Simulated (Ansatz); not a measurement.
**SiHF: up Jacob's ladder to CCSD(T)**

The task here is to estimate one member of a computed series from the others.

The runs use Ansatz 0.2.0, Gaussian basis; functionals in def2-TZVPP, the program's frozen cores in correlated methods.

Levels to be run: LDA (SPW92), PBE-D4, revPBE-D4, BLYP-D4, r2SCAN-D4, B97M-V, PBE0-D4, B3LYP-D4, r2SCANh-D4, r2SCAN0-D4, HSE06-D4, BHLYP-D4, CAM-B3LYP-D4, LC-ωPBE, ωB97X-V, ωB97M-V, B2PLYP, PBE-QIDH; CCSD(T)/def2-SVP; CCSD(T)/def2-TZVPP; CCSD(T)/def2-QZVPP; extrapolation to the limit; RPA on PBE.

## Structure used throughout

An earlier PBE0-D4 in a triple-zeta def2 set relaxation fixed the geometry.

3 atoms, charge 0, spin multiplicity 1.

Atoms are counted from 1 here; the program's logs count them from 0.

Bond lengths: F1–Si2 1.612 Å, Si2–H3 1.540 Å. Angles: F1–Si2–H3 96.3°.

The first run:

in.yaml reads:

```yaml
crystal:
  periodic: [false, false, false]
  atoms:
    - {symbol: F, position_ang: [-1.090239, 0.024419, -0.602325]}
    - {symbol: Si, position_ang: [0.186840, 0.629368, 0.173848]}
    - {symbol: H, position_ang: [0.892399, -0.718587, 0.415277]}
basis:
  gaussian: {orbitals: def2-TZVPP}
hamiltonian: {xc: lda}
output: {orbitals: {seedname: orbitals}}
```

Steps of the session up to this table: LDA; PBE-D4 (GGA); revPBE-D4 (GGA); BLYP-D4 (GGA); r2SCAN-D4 (meta-GGA); B97M-V (meta-GGA); PBE0-D4 (hybrid); B3LYP-D4 (hybrid); r2SCANh-D4 (hybrid); r2SCAN0-D4 (hybrid); HSE06-D4 (hybrid); BHLYP-D4 (hybrid); CAM-B3LYP-D4 (range-separated); LC-ωPBE-D4 (range-separated; the results give it without D4); ωB97X-V (range-separated); ωB97M-V (range-separated); B2PLYP (double hybrid); PBE-QIDH (double hybrid).

One table of the session follows, with a row left open; its other results are not shown here.

It belongs to the step «Orbital energies across the functionals». 

```
  functional  HOMO (eV)  LUMO (eV)  gap (eV)
 LDA (SPW92)      -5.89      -3.71      2.18
      PBE-D4      -5.83      -3.52      2.31
   revPBE-D4          ?          ?         ?
     BLYP-D4      -5.74      -3.38      2.35
   r2SCAN-D4      -6.06      -3.39      2.67
      B97M-V      -6.13      -3.37      2.76
     PBE0-D4      -6.97      -2.65      4.32
    B3LYP-D4      -6.80      -2.85      3.95
  r2SCANh-D4      -6.48      -3.06      3.42
  r2SCAN0-D4      -7.10      -2.57      4.54
    HSE06-D4      -6.56      -3.03      3.53
    BHLYP-D4      -8.01      -1.71      6.30
CAM-B3LYP-D4      -8.29      -1.53      6.76
     LC-ωPBE      -9.58      -0.38      9.20
     ωB97X-V      -9.25      -0.47      8.79
     ωB97M-V      -9.07      -0.60      8.47
```

**Question.** Estimate the row for revPBE-D4.

**Answer.** HOMO (eV): -5.80; LUMO (eV): -3.45; gap (eV): 2.36. In the column «HOMO (eV)» it lies between PBE-D4 (-5.83) and BLYP-D4 (-5.74).
